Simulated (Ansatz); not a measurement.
## Multireference treatment of C₂H₂, singlet

Program: Ansatz, Gaussian basis, development build. Basis cc-pVDZ, nonrelativistic, 2 orbitals frozen in the corrections. State-specific CASSCF; RHF is the lowest restricted (open-shell) Hartree–Fock solution met. No symmetry is imposed, so a solution can break that of the shape. No proof that the lowest CASSCF solution was found.

Geometry:

```xyz
4

C     0.0000    0.0000   -0.5559
C     0.0000    0.0000    0.5559
H     0.0000    0.0000   -1.5449
H     0.0000    0.0000    1.5449
```

Question: What do CASSCF and its corrections give against RHF in CAS(4,4), and what are the occupations?

Answer: CASSCF -1.654 eV, SC-NEVPT2 -6.487 eV; occupations 1.95, 1.95, 0.05, 0.05.
